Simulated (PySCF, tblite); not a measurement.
Isomers of C3H2FPS, one GFN2-xTB conformer each. Single-point energies are computed at PBE0/pcSseg-1 (PySCF, gas phase, no added dispersion term), electronic only.

Question: Rank them by PBE0/pcSseg-1 energy, lowest first (kcal/mol).
A. `p1csc(F)c1`
B. `Fc1cscp1`
C. `Fc1pccs1`

Answer: B (0.0), A (0.1), C (3.8).

Neighbours under 2.5 kcal/mol apart (Fc1cscp1 and Fc1cpcs1) can change places with a better method, another conformer or zero-point energy. GFN2-xTB itself gives, in the same order: 0.0, 0.5, 2.2. Both levels put the same isomer lowest; measured from each level's own lowest isomer, the values differ by up to 1.6 kcal/mol (Fc1pccs1: 2.2 against 3.8).

Q: Which frontier levels, dipoles and rotational constants go with these structures?

A: 
```tsv
SMILES	HOMO (eV, PBE0/pcSseg-1)	LUMO (eV)	dipole (D)	A, B, C (MHz)
Fc1cscp1	-7.35	-1.67	1.96	4092, 2311, 1477
Fc1cpcs1	-7.11	-1.59	0.68	4313, 2254, 1480
Fc1pccs1	-7.03	-1.45	2.28	3277, 3005, 1567
```

Q: What happens when harmonic zero-point energies from GFN2-xTB frequencies are added?

A: 
```json
{"SMILES": "Fc1cscp1", "ZPE (kcal/mol)": "26.1", "electronic (kcal/mol)": "0.0", "with ZPE (kcal/mol)": "0.0"}
{"SMILES": "Fc1cpcs1", "ZPE (kcal/mol)": "26.1", "electronic (kcal/mol)": "0.1", "with ZPE (kcal/mol)": "0.1"}
{"SMILES": "Fc1pccs1", "ZPE (kcal/mol)": "26.2", "electronic (kcal/mol)": "3.8", "with ZPE (kcal/mol)": "3.8"}
```

The zero-point energies span 0.1 kcal/mol. The order is unchanged.
